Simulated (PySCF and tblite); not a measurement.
The numbers below are computed, except where a source is named.
C₅H₁₁N, numbered as in [CH3:1][C@@H:2]1[CH2:3][CH2:4][NH:5][CH2:6]1.

Search: ETKDG and KDG, MMFF94s, GFN2-xTB, 90 starts; geometries at PBE0-D3(BJ)/def2-SVP. Free energies are PBE0-D3(BJ)/def2-TZVP single points with GFN2-xTB rigid-rotor and vibrational terms (modes under about 100 cm⁻¹ blended into free rotors). Symmetry numbers and mirror images are counted. Conformers within 4 kcal/mol (GFN2-xTB free energy) were kept, 5 at most. Programs: PySCF with density fitting and tblite.

Rotational constants are equilibrium values for the commonest isotopes; dipoles come from the energy level named.

The 5-ring runs over atoms 2–3–4–5–6.

```csv
conformer,shape,symmetry
1,"5-ring between envelope and twist (ring torsions -18, 41, -47, 33, -9°)",C1
2,"5-ring between envelope and twist (ring torsions 21, -43, 47, -32, 7°)",C1
3,"5-ring between envelope and twist (ring torsions -6, 28, -39, 35, -17°)",C1
```

Task: Give the rotational constants and dipole components, as needed to look for these species in a jet-cooled rotational spectrum.

Result: 
```csv
conformer,A (MHz),B (MHz),C (MHz),abs μa (D),abs μb (D),abs μc (D),κ,Ic−Ia−Ib (u Å²)
1,6408,3066,2332,0.03,0.07,0.76,-0.64,-26.9
2,5645,3347,2631,0.51,0.09,0.77,-0.52,-48.4
3,6463,3015,2298,0.80,0.56,0.94,-0.66,-25.9
```

Task: Which type of transition is strongest for conformer 1?

Result: c-type, since that component is clearly the largest; the top is asymmetric (κ = -0.64).
